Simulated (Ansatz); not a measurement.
## Ansatz (development build ahead of 0.2.0) run

```yaml
crystal:
  periodic: [false, false, false]
  atoms:
    - { symbol: P, position_ang: [0.0, 0.0, -0.78492] }
    - { symbol: O, position_ang: [0.0, 0.0, 0.78492] }
basis:
  gaussian: { orbitals: def2-SVP }
total_charge: -1
magnetization:
  initial_magnetization: 2
hamiltonian:
  xc: hf
correlation:
  method: mp2
  frozen_orbitals: { O: 1, P: 5 }
```

The input is written out in the form of the current development build from the run's settings. Correlation on restricted open-shell orbitals is semicanonical, with singles.

Output:

```
Converged                                                          : yes
Reference energy                                                   : -415.38758 hartree
Correlation energy                                                 : -0.28531 hartree
Total energy                                                       : -415.67289 hartree
Spin squared of the determinant                                    : 2.000
Stability test                                                     : minimum among restricted orbitals
Occupied orbitals by symmetry in an Abelian subgroup (alpha; beta) : 7 A1 3 B1 3 B2; 7 A1 2 B1 2 B2
```

Messages of the program:
```
mean field -11303.27177725 eV, -415.3875761812 hartree, gradient 2.1e-6 eV, S^2 2.000000; 0 other ends of a descent, 0 dependent functions left out
```

Caution: no diffuse functions for an anion.
